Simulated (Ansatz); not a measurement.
Structure relaxation of Cs2Br3

The calculation used DFT PBE, scalar-relativistic, plane waves, PAW (Ansatz). Cutoff 420 eV, Γ-centred k mesh, Gaussian smearing, no spin polarisation in the final step.

Cs2Br3 was placed on the tetradymite structure type (R-3m, No. 166), with Cs in place of Bi, Br in place of Te, at a guessed volume.

```
Cs Br
1.0
     2.24803    1.29790   10.42078
    -2.24803    1.29790   10.42078
     0.00000   -2.59581   10.42078
Cs Br
2 3
Direct
  0.40000 0.40000 0.40000
  0.60000 0.60000 0.60000
  0.00000 0.00000 0.00000
  0.20950 0.20950 0.20950
  0.79050 0.79050 0.79050
```

Cell and atoms relax at zero pressure; the relaxation can't lower the symmetry of the start. After a coarse first stage the cell is made exact in the group found at 0.06 Å.

Formation energies are uncorrected and refer to the elements' standard structures at the same level.

(1) What does it relax into?

(2) What are its volume, energy, density and gap?

Answers

(1) It keeps R-3m (No. 166), but not the shape of the type it started on. Conventional cell: a = 5.427 Å, c = 26.690 Å. Cs is coordinated by 9 Br at 3.77–3.95 Å; Br on Wyckoff site a (1 atom of the primitive cell) is coordinated by 6 Cs at 3.77 Å and 2 Br at 4.49 Å; around Br on Wyckoff site c (2 atoms of the primitive cell) lie 3 Br at 3.13 Å.

```
Cs Br
1.0
     2.71352    1.56665    8.89668
    -2.71352    1.56665    8.89668
     0.00000   -3.13330    8.89668
Cs Br
2 3
Direct
  0.41161 0.41161 0.41161
  0.58839 0.58839 0.58839
  0.00000 0.00000 0.00000
  0.16838 0.16838 0.16838
  0.83162 0.83162 0.83162
```

(2) The volume per atom is 45.39 Å³. The density is 3.70 g/cm³. The energy over the elements is -1.33 eV/atom and the gap on the 12×12×12 mesh is 0 eV (a metal).

The final run used a 12×12×12 mesh on its 5-atom cell and 0.10 eV smearing. For metals, differences of a few meV/atom aren't resolved. A structure relaxed within its symmetry needn't be a true minimum.

Cost: 3 runs of about 7.2 core-minutes in all, on Arm Neoverse V1 (shared hosts).